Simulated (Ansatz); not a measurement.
```yaml
crystal:
  periodic: [false, false, false]
  atoms:
    - {symbol: C, position_ang: [-1.296402, -0.540973, 0.422312]}
    - {symbol: C, position_ang: [-0.270613, 0.517184, 0.651389]}
    - {symbol: C, position_ang: [0.885160, 0.600652, 0.002590]}
    - {symbol: N, position_ang: [1.451255, -0.262863, -0.907688]}
    - {symbol: F, position_ang: [1.724565, 1.616622, 0.254203]}
    - {symbol: H, position_ang: [-2.303933, -0.118128, 0.448469]}
    - {symbol: H, position_ang: [-1.184268, -1.026501, -0.551709]}
    - {symbol: H, position_ang: [-1.261017, -1.329213, 1.182553]}
    - {symbol: H, position_ang: [-0.446311, 1.262664, 1.416723]}
    - {symbol: H, position_ang: [1.941259, 0.202206, -1.658128]}
    - {symbol: H, position_ang: [0.825806, -0.978751, -1.240216]}
basis:
  gaussian: {orbitals: ANO-RCC-VTZP}
magnetization: {spin_polarized: true, initial_magnetization: 0}
hamiltonian: {xc: {name: r2SCANh}}
outputs: {forces: true}
output: {forces: true}
```

```sh
$ ansatz run in.yaml --threads 4 --pin off --events-out ev --progress --plain --max-ram 10444MiB
```

Shortened log:

```
Error: YAML parse error: error: line 19 column 1: unknown field `outputs`, expected one of crystal, accuracy, basis, kpoints, hamiltonian, magnetization, projection, total_charge, correlation, batch, efield, external_charges, scf, relax, neb, saddle, md, ramp, phonons, dielectric, real_time, elastic, magnetic_configurations, gw, evaluate, workflow, output, checkpoint, execution
17 | magnetization: {spin_polarized: true, initial_magnetization: 0}
18 | hamiltonian: {xc: {name: r2SCANh}}
19 | outputs: {forces: true}
20 | output: {forces: true}
```

What is wrong with this run?

The input holds a key that doesn't belong there. The input was rejected before any iteration.
